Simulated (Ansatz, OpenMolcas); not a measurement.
## Worked example: the enthalpy of formation of HBS (hydrogen boron sulfide)

HBS: 3 atoms, total charge 0, spin state singlet. As SMILES, `B=S`. The shape is that of a PBE0-D4/def2-TZVP optimisation.

```xyz
3

B    -0.0387   -0.0146    0.1348
S     0.3992    0.1476   -1.3933
H    -0.3605   -0.1331    1.2585
```

Total energies at PBE0/def2-TZVPPD (OpenMolcas 26.06); the atoms run unrestricted:

```
species    state  energy (Eh)
    HBS  singlet  -423.491380
      B  doublet   -24.618326
      S  triplet  -397.974241
      H  doublet    -0.501036
```

Harmonic wavenumbers at PBE0-D4/def2-TZVP, in cm⁻¹: 731, 731, 1212, 2836.

Measured heats of formation of the gaseous atoms at 298.15 K, in kJ/mol: B 570.3, S 277.0, H 218.0. Spin-orbit lowering of the atoms at 298 K (mean of the ground term's levels less their thermal mean, from spectra), in kJ/mol: B 0.00, S 1.88. Take 1 Eh = 2625.50 kJ/mol, 1 cm⁻¹ = 0.0119627 kJ/mol, RT = 2.479 kJ/mol.

**Question.** Work out the heat of formation of the gas at 298 K.

**Answer.** 
1. Electronic atomisation energy: (-24.618326) + (-397.974241) + (-0.501036) − (-423.491380) = 0.397777 Eh = 1044.4 kJ/mol.
2. Zero-point energy: half the sum of the wavenumbers, 2755 cm⁻¹ = 33.0 kJ/mol.
3. Thermal vibrational enthalpy, Σ hcν̃/(exp(hcν̃/kT) − 1): 0.6 kJ/mol. Translation, rotation and pV of a linear molecule: 3.5 RT = 8.7 kJ/mol.
4. The 3 free atoms carry 5/2 RT each: 18.6 kJ/mol.
5. Spin-orbit coupling lowers the free atoms by 0.00 + 1.88 = 1.9 kJ/mol.
6. Atomisation enthalpy at 298 K: 1044.4 − 1.9 − 33.0 − 0.6 − 8.7 + 18.6 = 1018.8 kJ/mol.
7. Sum of the atoms' heats of formation: 1065.3 kJ/mol. Heat of formation: 1065.3 − 1018.8 = +46.5 kJ/mol.

No measured value is set beside it here. Anharmonicity and any spin-orbit splitting of the molecule are left out.
